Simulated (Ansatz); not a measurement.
A nudged elastic band was laid between two geometries of ClH + FH3Si (7 atoms, charge 0, multiplicity 1).

Level of theory: RKS B3LYP/6-31G* in Ansatz 0.2.0.

```yaml
movable_images: 5
climbing_image: yes
spring: 5.0 eV/Å²
optimiser: quadratic models (default)
start_path: through a guess of the saddle point
force_threshold: 0.03 eV/Å
iteration_limit: 60
end_points: relaxed
```

Initial state:

```xyz
7
Properties=species:S:1:pos:R:3
Si 0.400 0.000 -0.293
F -0.280 0.000 1.188
H 1.873 0.000 -0.120
H -0.039 1.219 -1.014
H -0.039 -1.219 -1.014
Cl -3.312 0.000 2.367
H -2.075 0.000 1.983
```

Final state:

```xyz
7
Properties=species:S:1:pos:R:3
Si -0.234 -0.356 -0.389
F -0.462 1.297 2.377
H 0.955 -0.641 0.440
H -0.352 1.077 -0.726
H -0.224 -1.183 -1.619
Cl -1.946 -0.923 0.690
H -1.207 0.728 2.324
```

Q: Which bonds break or form, and what moves?

A: Bonds broken: Si1–F2, Cl6–H7. Bonds formed: Si1–Cl6, F2–H7. ClH + FH3Si becomes ClH3Si + FH.

Q: What energy profile does the band end with?

A: It converged. The highest image is number 4 of 0 to 6, 1.66 eV above the first end and 1.07 eV above the last; the last end lies 0.59 eV above the first. A vibrational analysis at the climbing image gives one clearly imaginary mode, 355i cm⁻¹: a first-order saddle point. The orbitals stay closed-shell, which can raise the energy where a bond breaks towards radicals; this wasn't checked here.

```tsv
image	path coordinate (Å)	energy (eV)	Si1–F2 (Å)	Cl6–H7 (Å)	Si1–Cl6 (Å)
0	0.00	0.00	1.63	1.30	4.57
1	0.72	0.01	1.63	1.30	4.15
2	1.43	0.06	1.63	1.30	3.59
3	2.15	0.63	1.68	1.35	2.91
4	2.87	1.66	1.97	1.76	2.44
5	3.91	0.89	2.74	2.10	2.14
6	4.95	0.59	3.23	2.44	2.10
```

Q: What is the geometry of the highest image?

A: 
```xyz
7
Properties=species:S:1:pos:R:3
Si -0.155 -0.044 -0.077
F -0.140 0.271 1.866
H 1.317 -0.100 0.141
H -0.467 1.242 -0.725
H -0.434 -1.271 -0.857
Cl -2.425 -0.260 0.800
H -1.167 0.162 1.949
```

Q: What are the harmonic wavenumbers there?

A: 355i, 116, 360, 400, 662, 725, 756, 883, 995, 1055, 1093, 2233, 2273, 2328, 2339 cm⁻¹.

Time of the run: 3.1 min on 1 thread of Arm Neoverse V1 (shared host), peak memory 0.12 GiB.
